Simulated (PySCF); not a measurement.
# ClH3SSi (ClH2Si(SH)): the cost of one run

Computed with PySCF 2.14.0, with density-fitted response routines of our own, on a single molecule in the gas phase. Atoms are numbered from 0 throughout.

## (1) Starting geometry

6 atoms, charge 0, multiplicity 1; geometry from: GFN2-xTB.

Bonds of the start (Å): S0–Si1 2.15, Si1–Cl2 2.01, S0–H3 1.33, Si1–H4 1.45, Si1–H5 1.45.

## (2) Relaxing the molecule at PBE0-D3(BJ)/def2-SVP

Job settings and geometry (Å):

```
{"job": {"xc": "PBE0", "basis": "def2-SVP", "d3": "d3bj", "grid": 1, "kind": "geom"}, "charge": 0, "multiplicity": 1}
S      1.529530    -0.380000    -0.588490
Si    -0.530410    -0.205600    -0.002000
Cl    -1.079190     1.729690     0.036560
H      2.003440     0.572110     0.202440
H     -0.679080    -0.762650     1.332840
H     -1.238050    -0.949580    -1.024510
```

The run is started by

```
$ OMP_NUM_THREADS=1 python probes_run.py task.json out
```

One launch serves the whole session: the jobs run in the order shown.

**Question.** How long does this first job take on 1 thread of Arm Neoverse V1, shared host, and how much memory does it need?

About 11 s, with a peak of 0.3 GiB.
